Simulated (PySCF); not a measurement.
CHN, SMILES [C-]#[NH+].

The structure is a stationary point at r2SCAN-D4/def2-TZVPD.

Vertical ionisation energy (IE) and electron affinity (EA) in eV. Rows of orbital energies are one-electron estimates. Where ΔSCF, EOM or ADC give a negative EA the extra electron is unbound and the value depends on the basis.

```csv
level,IE,EA
"−ε(HOMO), −ε(LUMO), CAM-B3LYP/def2-TZVPD (PySCF)",10.77,-0.94
"−ε(HOMO), −ε(LUMO), HF/def2-TZVPD (PySCF)",___,___
EOM-CCSD/aug-cc-pVDZ (PySCF),12.00,-0.58
ADC(3)/aug-cc-pVDZ (PySCF),11.69,-0.53
```

**Question.** What belongs in the gaps? (The exact figures need the calculation; the answer reports its results.)

**Answer.** 
- −ε(HOMO), −ε(LUMO), HF/def2-TZVPD (PySCF), IE: 13.37
- −ε(HOMO), −ε(LUMO), HF/def2-TZVPD (PySCF), EA: -2.09

Computed lowest 1s main lines (those of the lightest heavy element) from CVS-ADC(2)-x/aug-cc-pVDZ (PySCF, non-relativistic), with pole strengths:
295.3 eV (1.49).

**Question.** Beyond the first one, list the lowest photoelectron lines from ADC(3)/aug-cc-pVDZ in PySCF with their pole strengths (two spins summed). (Estimate from the structure and the level; the computed values follow.)

**Answer.** 13.97 eV (1.80), 13.97 eV (1.80), 19.63 eV (0.17), 22.97 eV (1.68).
